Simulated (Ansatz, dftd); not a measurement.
System: C₃H₉N, charge 0, singlet. C3H9N (N,N-dimethylmethanamine, SMILES CN(C)C).
B3LYP-D3(BJ)/def2-TZVP minimum from Ansatz (a quantum-chemistry and plane-wave program):
```
N
C 1 1.4503
H 2 1.0911 1 109.85
H 2 1.0911 3 108.21 1 119.93
H 2 1.1055 3 108.00 4 116.68
C 1 1.4503 2 111.65 3 176.58
H 6 1.0911 1 109.85 2 -176.58
H 6 1.0911 7 108.21 1 -119.93
H 6 1.1055 7 108.00 8 -116.68
C 1 1.4503 2 111.65 3 -57.65
H 10 1.0911 1 109.85 2 176.58
H 10 1.0911 11 108.21 1 119.93
H 10 1.1055 11 108.00 12 116.68
```
Charge 0, spin multiplicity 1.

Quantity: atomisation energy (electronic, to ground-state atoms), in kJ/mol. UHF or UKS for unpaired electrons; spin-orbit terms are left out. Correlated methods leave the cores frozen. No relativity. Double hybrids freeze cores in their MP2 part. For partners of very few electrons the exact lower level stands in for a higher one.

| level | program | atomisation energy (kJ/mol) |
|---|---|---|
| HF/cc-pVTZ | Ansatz | 3570.0 |
| PBE0-D4/def2-TZVPD | Ansatz + dftd4 | 4874.9 |
| B2GP-PLYP-D4/def2-TZVPD | Ansatz + dftd4 | 4791.0 |
| MP2/cc-pVTZ | Ansatz | 4767.8 |
| CCSDT(Q)/cc-pVDZ | Ansatz | 4509.4 |
